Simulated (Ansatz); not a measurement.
Basis-set extrapolation for `CC1=CC1C` (PBE0-D4/def2-TZVP geometry, frozen core, Ansatz 0.2.0). Multiplicity 1, RHF reference.

|  | def2-TZVPP | def2-QZVPP |
| --- | --- | --- |
| HF | -193.978483 | -193.987207 |
| MP2 correlation | -0.833378 | -0.885423 |
| CCSD(T) correlation | -0.913151 | not run |

Energies in hartree. Use E(X) = E(∞) + A·exp(−7.88·√X) for Hartree–Fock and E(X) = E(∞) + B·X^(−2.97) for correlation, with X = 3 and 4, and add CCSD(T) minus MP2 of the smaller set to the MP2 limit.

Problem. What is the CCSD(T) energy at the basis-set limit?

Solution. HF limit: -193.987207 + (-0.008724) × 0.13774 = -193.98841. MP2 limit: -0.885423 + (-0.052045) × 0.74074 = -0.92397. Higher-order term: -0.913151 − (-0.833378) = -0.07977. Total: -194.99215 hartree, 263.9 kJ/mol below CCSD(T)/def2-TZVPP.
